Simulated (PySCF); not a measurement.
TTF, C₆H₄S₄.
SMILES: `C1=CSC(=C2SC=CS2)S1`

Level: B3LYP/def2-SVPD in PySCF, non-relativistic, on one gas-phase PBE0-D3(BJ)/def2-SVP geometry that isn't relaxed in the solvent. The solvent is an IEF-PCM continuum (van der Waals radii × 1.2), and excitations are vertical TDDFT with non-equilibrium linear response and a frozen core. Specific hydrogen bonds and non-electrostatic terms are outside this model.

Gas-phase singlets (H = HOMO, L = LUMO):

| state | E (eV) | λ (nm) | f | leading configurations |
| --- | --- | --- | --- | --- |
| S1 | 2.585 | 480 | 0.001 | H→L 99% |
| S2 | 3.261 | 380 | 0.031 | H→L+1 99% |
| S3 | 3.674 | 338 | 0.000 | H→L+4 94% |
| S4 | 3.687 | 336 | 0.000 | H→L+2 96% |
| S5 | 3.889 | 319 | 0.000 | H→L+5 88% |

Problem. How does the list change in tetrahydrofuran (ε = 7.426)?

Solution. 
```csv
state,E (eV),λ (nm),f,leading configurations,change by rank (eV)
S1,2.641,469,0.001,H→L 99%,+0.056
S2,3.349,370,0.048,H→L+1 99%,+0.088
S3,3.760,330,0.000,H→L+4 98%,+0.086
S4,3.799,326,0.000,H→L+3 99%,+0.112
S5,3.971,312,0.000,H→L+5 88%,+0.082
```

Problem. What are the lowest 5 singlets in dichloromethane (ε = 8.93)?

Solution. 
```
state  E (eV)  λ (nm)      f  leading configurations  change by rank (eV)
   S1   2.644     469  0.001                 H→L 99%               +0.059
   S2   3.353     370  0.048               H→L+1 99%               +0.092
   S3   3.764     329  0.000               H→L+4 98%               +0.090
   S4   3.804     326  0.000               H→L+3 99%               +0.117
   S5   3.975     312  0.000               H→L+5 88%               +0.086
```

Problem. The ground-state energy changes by -0.212 eV from gas to dichloromethane. By how much does the total energy of gas-phase S1 change?

Solution. E(S1) = E(S0) + excitation energy, so it changes by -0.212 + 0.059 = -0.153 eV: it is lowered less than the ground state, which is what a blue shift means. This is the vertical state, with the slow part of the continuum still set for S0.

Problem. How do the frontier levels move from gas to dichloromethane?

Solution. 
| orbital | gas (eV) | solvent (eV) | change (eV) |
| --- | --- | --- | --- |
| LUMO+2 | -0.34 | -0.33 | +0.01 |
| LUMO+1 | -0.72 | -0.67 | +0.05 |
| LUMO | -1.11 | -1.11 | 0.00 |
| HOMO | -4.70 | -4.76 | -0.06 |
| HOMO-1 | -6.65 | -6.66 | -0.01 |
| HOMO-2 | -7.80 | -7.87 | -0.07 |
| HOMO-3 | -8.12 | -8.19 | -0.07 |

The HOMO–LUMO gap goes from 3.59 to 3.66 eV. Rows go by rank; for LUMO+2 the atom shares or the degeneracy differ between the runs, so the row needn't follow one orbital.
